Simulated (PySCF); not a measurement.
Species: C2H2F3S (charge -1).
Bonds: F1–C2, C2–F3, C2–F4, C2–C5, C5–S6. Hydrogens: H7, H8 on C5.

The closed-shell SCF was solved with PySCF and density fitting under several settings on one GFN2-xTB geometry (grid level 2 and gas phase unless stated).

```tsv
settings	basis functions	SCF cycles	E (Eh)	HOMO (eV)	LUMO (eV)
PW91/pcSseg-2	251	14	-775.2656	0.95	4.10
KT3/def2-SVPD, start guess vsap	152	14	-782.3653	0.65	3.54
```

Question: Estimate the row for these settings: OPBE/def2-SVPD.

Answer: 
| settings | basis functions | SCF cycles | E (Eh) | HOMO (eV) | LUMO (eV) |
| --- | --- | --- | --- | --- | --- |
| OPBE/def2-SVPD | 152 | 14 | -774.5993 | 0.76 | 3.77 |

Question: Over all rows, what range does the HOMO–LUMO gap span?

Answer: From 2.89 eV (KT3/def2-SVPD, start guess vsap) to 3.15 eV (PW91/pcSseg-2). The functional of the narrowest has no exact exchange, that of the widest no exact exchange.

Cycle counts include a coarse-grid stage where the run had one. KT3 was designed for NMR shieldings or shifts; total energies of different functionals aren't comparable. The HOMO energy is positive at KT3/def2-SVPD, OPBE/def2-SVPD and PW91/pcSseg-2; such an orbital is held in place by the finite basis.

Conformer computed: `[F:1][C:2]([F:3])([F:4])[CH2:5][S-:6]`: F1–C2–C5–S6 63°.
